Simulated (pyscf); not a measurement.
This saddle point was located with ωB97X-D3(BJ)/def2-SVP in PySCF.

```xyz
11

Si    -1.1501     0.8733     0.6456
O      0.4584     0.5648     0.2830
Si     0.0339    -0.8042    -0.6463
O     -1.5882    -0.4879    -0.2906
H     -1.6959     0.3003     2.0629
H     -1.9231     2.0510     0.2343
H      0.5484    -2.0717    -0.0794
H      0.3775    -0.6569    -2.0791
F     -0.5353     2.0199     2.1853
C     -1.4259     1.1683     3.0483
F     -2.5196     1.9032     3.0742
```
Charge 0, spin multiplicity 1.

Surface: singlet, charge 0. Lowest wavenumbers (cm⁻¹): 234i, 75, 138, 151, 213.

Question: Name the species on either side of this saddle.

Answer: cyclic H₄O₂Si₂ (SMILES O1[SiH2]O[SiH2]1) + difluorocarbene (F–C:–F) [singlet] ⇌ cyclic H₃FO₂Si₂ (SMILES F[SiH]1O[SiH2]O1) + :HC–F [singlet], a four-centre exchange read from left to right: H–Si, C–F broken and F–Si, C–H formed. At ωB97M-D3(BJ)/def2-TZVP it lies +21.8 kcal/mol from the left side and +39.9 kcal/mol from the right (each side as separated species at their lowest minima found). On the reactant side the descent ends in an adduct with a Si–Si contact (not fully relaxed), 1.2 kcal/mol under the separated species and 22.7 kcal/mol under the saddle at ωB97X-D3(BJ)/def2-TZVP. On the product side the descent ends in an adduct with a Si–Si contact (not fully relaxed), 2.8 kcal/mol under the separated species and 41.9 kcal/mol under the saddle at ωB97X-D3(BJ)/def2-TZVP. cyclic H₄O₂Si₂ (SMILES O1[SiH2]O[SiH2]1) is closed by a dative Si–Si contact. cyclic H₃FO₂Si₂ (SMILES F[SiH]1O[SiH2]O1) is closed by a dative Si–Si contact. One saddle was located; it need not be the lowest between these sides. A restricted singlet here is unstable towards spin polarisation, as is usual where a triplet lies low; its energy is less safe.
